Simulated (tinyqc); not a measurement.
Inside a calculation. Method: Born-Oppenheimer dynamics on the UHF/sto-3g surface (energies and gradients from PySCF), for LiH, spin multiplicity 3. Computed by tinyqc, a small Python program that keeps every step (integrals from PySCF). Settings: charge = 0, multiplicity = 3, basis = sto-3g, time step (fs) = 1.0, steps = 16. Command: `OMP_NUM_THREADS=1 python tinyqc.py 21628 21629 out.jsonl` (the two numbers bound the seeds that draw the settings). One thread of a shared host (Intel(R) Xeon(R) Processor @ 2.60GHz), about 1 s of CPU time with the checks.

## Velocity Verlet step 1

positions (bohr), order 1Li, 2H:
$$\begin{pmatrix}
0.000000 & 0.000000 & 0.000000 \\
0.000000 & 0.000000 & 2.934745
\end{pmatrix}$$

velocities (bohr per atomic time unit), order 1Li, 2H:
$$\begin{pmatrix}
-0.000082647 & -0.000017585 & -0.000067575 \\
0.000575353 & 0.000122415 & 0.000470425
\end{pmatrix}$$

gradient (hartree/bohr), order 1Li, 2H:
$$\begin{pmatrix}
0.00000000 & 0.00000000 & 0.03149571 \\
0.00000000 & 0.00000000 & -0.03149571
\end{pmatrix}$$

masses (electron masses): 1Li 12789.392909, 2H 1837.152588

gradient after step 1 (hartree/bohr), order 1Li, 2H:
$$\begin{pmatrix}
0.00026589 & 0.00005657 & 0.02906677 \\
-0.00026589 & -0.00005657 & -0.02906677
\end{pmatrix}$$

dt = 1 fs = 41.3414 atomic units; x' = x + v dt - g dt^2 / (2m); after the new gradient g', v' = v - (g + g') dt / (2m).

positions after step 1 (bohr), order 1Li, 2H:
$$\begin{pmatrix}
-0.003417 & -0.000727 & -0.004898 \\
0.023786 & 0.005061 & 2.968843
\end{pmatrix}$$

velocities after step 1 (bohr per atomic time unit), order 1Li, 2H:
$$\begin{pmatrix}
-0.000083077 & -0.000017676 & -0.000165458 \\
0.000578344 & 0.000123052 & 0.001151843
\end{pmatrix}$$

## Velocity Verlet step 2

gradient after step 2 (hartree/bohr), order 1Li, 2H:
$$\begin{pmatrix}
0.00045103 & 0.00009596 & 0.02510215 \\
-0.00045103 & -0.00009596 & -0.02510215
\end{pmatrix}$$

As before.

positions after step 2 (bohr), order 1Li, 2H:
$$\begin{pmatrix}
-0.006869 & -0.001461 & -0.013681 \\
0.047819 & 0.010174 & 3.029982
\end{pmatrix}$$

velocities after step 2 (bohr per atomic time unit), order 1Li, 2H:
$$\begin{pmatrix}
-0.000084236 & -0.000017923 & -0.000253008 \\
0.000586411 & 0.000124768 & 0.001761323
\end{pmatrix}$$

## Energy conservation

The total energy should stay constant up to terms of order dt^2; the step counts as short enough if it moves by less than 2 % of the largest kinetic energy.

Trajectory:
```
time (fs)  1Li-2H (angstrom)  potential (hartree)  kinetic (hartree)  total (hartree)
0.000000            1.553000          -7.76384488         0.00059598      -7.76324890
1.000000            1.573705          -7.76502915         0.00176107      -7.76326809
2.000000            1.610909          -7.76693063         0.00363661      -7.76329401
3.000000            1.662372          -7.76913608         0.00581993      -7.76331615
4.000000            1.725428          -7.77127235         0.00794367      -7.76332868
5.000000            1.797393          -7.77309859         0.00976728      -7.76333131
6.000000            1.875867          -7.77451910         0.01119215      -7.76332695
7.000000            1.958889          -7.77554685         0.01222772      -7.76331913
8.000000            2.044979          -7.77625445         0.01294385      -7.76331060
9.000000            2.133104          -7.77673402         0.01343100      -7.76330302
10.000000           2.222608          -7.77707228         0.01377519      -7.76329709
11.000000           2.313129          -7.77733892         0.01404598      -7.76329294
12.000000           2.404507          -7.77758352         0.01429313      -7.76329038
13.000000           2.496718          -7.77783710         0.01454799      -7.76328911
14.000000           2.589814          -7.77811546         0.01482665      -7.76328880
15.000000           2.683873          -7.77842290         0.01513374      -7.76328916
16.000000           2.778971          -7.77875573         0.01546581      -7.76328991
```

The total energy moves within 8.2e-05 hartree, under 2 % of the largest kinetic energy.
